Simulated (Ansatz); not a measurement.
# CHAlP (doublet): wB97M-V, B2PLYP, RPA-PBE over vertical spin and charge gaps and displaced geometries, cc-pVDZ, part 2 of 2

Ansatz 0.2.0, Gaussian basis; cc-pVDZ, all electrons in the functionals, frozen cores in the correlation of double hybrids and RPA. Earlier steps stand in the parts before.

## Step 13: B2PLYP, displaced geometry v2

The input, in.yaml:

```yaml
crystal:
  periodic: [false, false, false]
  atoms:
    - {symbol: Al, position_ang: [0.066489, 0.007473, 1.942518]}
    - {symbol: C, position_ang: [-0.098385, 0.205471, -0.008327]}
    - {symbol: P, position_ang: [-0.021765, -0.124480, -1.620926]}
    - {symbol: H, position_ang: [0.061344, 1.176796, -2.089358]}
basis:
  gaussian: {orbitals: cc-pVDZ}
magnetization: {spin_polarized: true, initial_magnetization: 1}
hamiltonian: {xc: {name: B2PLYP}}
correlation: {electrons: outside_noble_gas}
```

The run is started by

```console
ansatz run in.yaml --threads 1 --pin off --events-out ev --progress --plain --max-ram 2393MiB
```

The log of the run, shortened:

```text
Functional definition: B2PLYP
  name "B2PLYP"
  cite "Grimme, J. Chem. Phys. 124, 034108 (2006) doi:10.1063/1.2148954"
  cite "Becke, Phys. Rev. A 38, 3098 (1988) doi:10.1103/PhysRevA.38.3098"
  cite "Lee, Yang & Parr, Phys. Rev. B 37, 785 (1988) doi:10.1103/PhysRevB.37.785"
[...]
551 factors; integrals over basis functions are off by at most 1.2e-3 eV
[...]
mean field -16925.15383276 eV, -621.9879310726 hartree, gradient 6.0e-6 eV, S^2 0.827577; 6 other end points of the search recorded, 0 dependent functions left out
11 core orbitals not correlated: weight in the atoms' cores, before any rotation towards them, 1.000 or more for the frozen orbitals, at most 0.000 for the correlated occupied ones
reference -16925.15396837 eV, -621.9879360563 hartree; 7, 6 occupied and 37, 38 virtual orbitals, 551 factors
second order -9.26358755 eV of doubles, -0.00000000 eV of singles
Total energy: -16927.65513701 eV, -622.0798523084 hartree
```

Wall time 2.9 s (1 thread of AMD EPYC 9R45, shared host).

From the report: ⟨S²⟩ of the determinant 0.828 (pure doublet: 0.75).

From charge 0, doublet: +1.1 kcal/mol.

## Step 14: RPA-PBE, charge 0, doublet

The input, in.yaml:

```yaml
crystal:
  periodic: [false, false, false]
  atoms:
    - {symbol: Al, position_ang: [0.000000, -0.002732, 1.946277]}
    - {symbol: C, position_ang: [0.000000, 0.186892, -0.016162]}
    - {symbol: P, position_ang: [0.000000, -0.110635, -1.620581]}
    - {symbol: H, position_ang: [0.000000, 1.245911, -2.107227]}
basis:
  gaussian: {orbitals: cc-pVDZ}
magnetization: {spin_polarized: true, initial_magnetization: 1}
hamiltonian: {xc: {name: PBE}}
correlation: {method: rpa, electrons: outside_noble_gas}
```

Same command.

The log of the run, shortened:

```text
Functional definition: PBE
  name "PBE"
  cite "Perdew, Burke & Ernzerhof, Phys. Rev. Lett. 77, 3865 (1996) doi:10.1103/PhysRevLett.77.3865"
  parent pbe
[...]
550 factors; integrals over basis functions are off by at most 1.4e-3 eV
[...]
mean field -16926.27057429 eV, -622.0289705670 hartree, gradient 4.9e-6 eV, S^2 0.759962; 12 other end points of the search recorded, 0 dependent functions left out
11 core orbitals not correlated: weight in the atoms' cores, before any rotation towards them, 1.000 or more for the frozen orbitals, at most 0.000 for the correlated occupied ones
reference -16897.74330296 eV, -620.9806126819 hartree; 7, 6 occupied and 37, 38 virtual orbitals, 550 factors
Total energy: -16911.01457547 eV, -621.4683229511 hartree
```

It took 6 s on 1 thread of AMD EPYC 9R45, shared host.

From the report: ⟨S²⟩ of the determinant 0.760 (pure doublet: 0.75).

## Step 15: RPA-PBE, charge 0, quartet

in.yaml: that of step 14 with these lines changed.

```diff
@@ -9,3 +9,3 @@
   gaussian: {orbitals: cc-pVDZ}
-magnetization: {spin_polarized: true, initial_magnetization: 1}
+magnetization: {spin_polarized: true, initial_magnetization: 3}
 hamiltonian: {xc: {name: PBE}}
```

The command is unchanged.

The log of the run, shortened:

```text
Functional definition: PBE
  name "PBE"
  cite "Perdew, Burke & Ernzerhof, Phys. Rev. Lett. 77, 3865 (1996) doi:10.1103/PhysRevLett.77.3865"
  parent pbe
[...]
550 factors; integrals over basis functions are off by at most 1.4e-3 eV
[...]
mean field -16924.67931614 eV, -621.9704929085 hartree, gradient 3.1e-6 eV, S^2 3.753902; 10 other end points of the search recorded, 0 dependent functions left out
11 core orbitals not correlated: weight in the atoms' cores, before any rotation towards them, 1.000 or more for the frozen orbitals, at most 0.000 for the correlated occupied ones
reference -16895.90490306 eV, -620.9130527317 hartree; 8, 5 occupied and 36, 39 virtual orbitals, 550 factors
Total energy: -16909.06876854 eV, -621.3968158655 hartree
```

It took 5.5 s on 1 thread of AMD EPYC 9R45, shared host.

From the report: ⟨S²⟩ of the determinant 3.754 (pure quartet: 3.75).

From charge 0, doublet: +44.9 kcal/mol.

## Step 16: RPA-PBE, charge 1, singlet

in.yaml: that of step 15 with these lines changed.

```diff
@@ -9,3 +9,4 @@
   gaussian: {orbitals: cc-pVDZ}
-magnetization: {spin_polarized: true, initial_magnetization: 3}
+total_charge: 1
+magnetization: {spin_polarized: true, initial_magnetization: 0}
 hamiltonian: {xc: {name: PBE}}
```

Launched as before.

The log of the run, shortened:

```text
Functional definition: PBE
  name "PBE"
  cite "Perdew, Burke & Ernzerhof, Phys. Rev. Lett. 77, 3865 (1996) doi:10.1103/PhysRevLett.77.3865"
  parent pbe
[...]
550 factors; integrals over basis functions are off by at most 1.4e-3 eV
[...]
mean field -16918.39029816 eV, -621.7393757607 hartree, gradient 1.4e-6 eV, S^2 0.664470; 8 other end points of the search recorded, 0 dependent functions left out
11 core orbitals not correlated: weight in the atoms' cores, before any rotation towards them, 1.000 or more for the frozen orbitals, at most 0.000 for the correlated occupied ones
reference -16889.98156382 eV, -620.6953740297 hartree; 6, 6 occupied and 38, 38 virtual orbitals, 550 factors
Total energy: -16903.12440901 eV, -621.1783646819 hartree
```

Run time: 6 s. Hardware: 1 thread of AMD EPYC 9R45, shared host.

From the report: ⟨S²⟩ of the determinant 0.664 (pure singlet: 0.00). The determinant is far from a pure spin state, so its energy mixes those of several spin states (harmless only where they are near-degenerate, as at dissociation).

From charge 0, doublet: +182.0 kcal/mol.

## Step 17: RPA-PBE, charge 1, triplet

in.yaml: that of step 16 with these lines changed.

```diff
@@ -10,3 +10,3 @@
 total_charge: 1
-magnetization: {spin_polarized: true, initial_magnetization: 0}
+magnetization: {spin_polarized: true, initial_magnetization: 2}
 hamiltonian: {xc: {name: PBE}}
```

Same command.

The log of the run, shortened:

```text
Functional definition: PBE
  name "PBE"
  cite "Perdew, Burke & Ernzerhof, Phys. Rev. Lett. 77, 3865 (1996) doi:10.1103/PhysRevLett.77.3865"
  parent pbe
[...]
550 factors; integrals over basis functions are off by at most 1.4e-3 eV
[...]
mean field -16918.31003594 eV, -621.7364261785 hartree, gradient 2.5e-6 eV, S^2 2.011616; 6 other end points of the search recorded, 0 dependent functions left out
11 core orbitals not correlated: weight in the atoms' cores, before any rotation towards them, 1.000 or more for the frozen orbitals, at most 0.000 for the correlated occupied ones
reference -16890.30130455 eV, -620.7071242849 hartree; 7, 5 occupied and 37, 39 virtual orbitals, 550 factors
Total energy: -16902.87263527 eV, -621.1691121676 hartree
```

Run time: 4.5 s. Hardware: 1 thread of AMD EPYC 9R45, shared host.

From the report: ⟨S²⟩ of the determinant 2.012 (pure triplet: 2.00).

From charge 0, doublet: +187.8 kcal/mol.

## Step 18: RPA-PBE, displaced geometry v1

The input, in.yaml:

```yaml
crystal:
  periodic: [false, false, false]
  atoms:
    - {symbol: Al, position_ang: [-0.019637, -0.018560, 1.971969]}
    - {symbol: C, position_ang: [-0.020470, 0.154921, -0.001623]}
    - {symbol: P, position_ang: [0.027494, -0.083296, -1.648655]}
    - {symbol: H, position_ang: [-0.075283, 1.210436, -2.105499]}
basis:
  gaussian: {orbitals: cc-pVDZ}
magnetization: {spin_polarized: true, initial_magnetization: 1}
hamiltonian: {xc: {name: PBE}}
correlation: {method: rpa, electrons: outside_noble_gas}
```

Launched as before.

The log of the run, shortened:

```text
Functional definition: PBE
  name "PBE"
  cite "Perdew, Burke & Ernzerhof, Phys. Rev. Lett. 77, 3865 (1996) doi:10.1103/PhysRevLett.77.3865"
  parent pbe
[...]
551 factors; integrals over basis functions are off by at most 1.2e-3 eV
[...]
mean field -16926.21362294 eV, -622.0268776433 hartree, gradient 6.8e-6 eV, S^2 0.759833; 8 other end points of the search recorded, 0 dependent functions left out
11 core orbitals not correlated: weight in the atoms' cores, before any rotation towards them, 1.000 or more for the frozen orbitals, at most 0.000 for the correlated occupied ones
reference -16897.69817057 eV, -620.9789540973 hartree; 7, 6 occupied and 37, 38 virtual orbitals, 551 factors
Total energy: -16910.99296267 eV, -621.4675286953 hartree
```

Run time: 2.3 s. Hardware: 1 thread of AMD EPYC 9R45, shared host.

From the report: ⟨S²⟩ of the determinant 0.760 (pure doublet: 0.75).

From charge 0, doublet: +0.5 kcal/mol.

## Step 19: RPA-PBE, displaced geometry v2

The input, in.yaml:

```yaml
crystal:
  periodic: [false, false, false]
  atoms:
    - {symbol: Al, position_ang: [0.066489, 0.007473, 1.942518]}
    - {symbol: C, position_ang: [-0.098385, 0.205471, -0.008327]}
    - {symbol: P, position_ang: [-0.021765, -0.124480, -1.620926]}
    - {symbol: H, position_ang: [0.061344, 1.176796, -2.089358]}
basis:
  gaussian: {orbitals: cc-pVDZ}
magnetization: {spin_polarized: true, initial_magnetization: 1}
hamiltonian: {xc: {name: PBE}}
correlation: {method: rpa, electrons: outside_noble_gas}
```

Launched as before.

The log of the run, shortened:

```text
Functional definition: PBE
  name "PBE"
  cite "Perdew, Burke & Ernzerhof, Phys. Rev. Lett. 77, 3865 (1996) doi:10.1103/PhysRevLett.77.3865"
  parent pbe
[...]
551 factors; integrals over basis functions are off by at most 1.2e-3 eV
[...]
mean field -16926.22126037 eV, -622.0271583139 hartree, gradient 5.5e-6 eV, S^2 0.760851; 8 other end points of the search recorded, 0 dependent functions left out
11 core orbitals not correlated: weight in the atoms' cores, before any rotation towards them, 1.000 or more for the frozen orbitals, at most 0.000 for the correlated occupied ones
reference -16897.70301597 eV, -620.9791321626 hartree; 7, 6 occupied and 37, 38 virtual orbitals, 551 factors
Total energy: -16910.97503870 eV, -621.4668700016 hartree
```

Wall time 2.2 s (1 thread of AMD EPYC 9R45, shared host).

From the report: ⟨S²⟩ of the determinant 0.761 (pure doublet: 0.75).

From charge 0, doublet: +0.9 kcal/mol.

## Step 20: The comparison

The yardstick is RCCSDT(Q), where the cluster series has nearly closed. It comes from earlier runs at the same points. Energies in kcal/mol, counted from charge 0, doublet; blanks weren't run or aren't comparable.

| level | doublet to quartet | ionisation to the singlet cation | ionisation to the triplet cation | displacement v1 | displacement v2 |
| --- | --- | --- | --- | --- | --- |
| RCCSDT(Q) |  |  | 184.0 | 0.5 | 0.7 |
| wB97M-V | 51.0 | 186.2 | 188.9 | 1.4 | 1.1 |
| B2PLYP | 43.9 | 183.1 | 184.5 | 1.3 | 1.1 |
| RPA-PBE | 44.9 | 182.0 | 187.8 | 0.5 | 0.9 |

Largest miss and mean time a point (RCCSDT(Q) took 45 s a point; shared hosts):

```
  level  largest miss (kcal/mol)                             where  time a point
wB97M-V                     +4.9  ionisation to the triplet cation         6.9 s
 B2PLYP                     +0.8                   displacement v1         3.6 s
RPA-PBE                     +3.8  ionisation to the triplet cation         4.4 s
```

## Step 21: What came out

What follows sums up all 2 parts.

```
                                   quantity                                             value
ionisation to the triplet cation, RCCSDT(Q)                                    184.0 kcal/mol
                 displacement v1, RCCSDT(Q)                                      0.5 kcal/mol
                 displacement v2, RCCSDT(Q)                                      0.7 kcal/mol
                      largest miss, wB97M-V  +4.9 kcal/mol (ionisation to the triplet cation)
                       largest miss, B2PLYP                   +0.8 kcal/mol (displacement v1)
                      largest miss, RPA-PBE  +3.8 kcal/mol (ionisation to the triplet cation)
```

Misses are known at 3 of 5 points at best, and only functionals with that many are ranked. Of the functionals, B2PLYP keep the smallest largest miss at the points compared (at most 0.8 kcal/mol) and wB97M-V strays most (4.9 kcal/mol, at ionisation to the triplet cation). wB97M-V, B2PLYP, RPA-PBE clearly break the spin symmetry at some points (⟨S²⟩ up to 0.73 above the pure value), so energy there is bought with a mixed spin. Functionals and the yardstick converge differently with the basis, so part of each miss in cc-pVDZ is the basis.
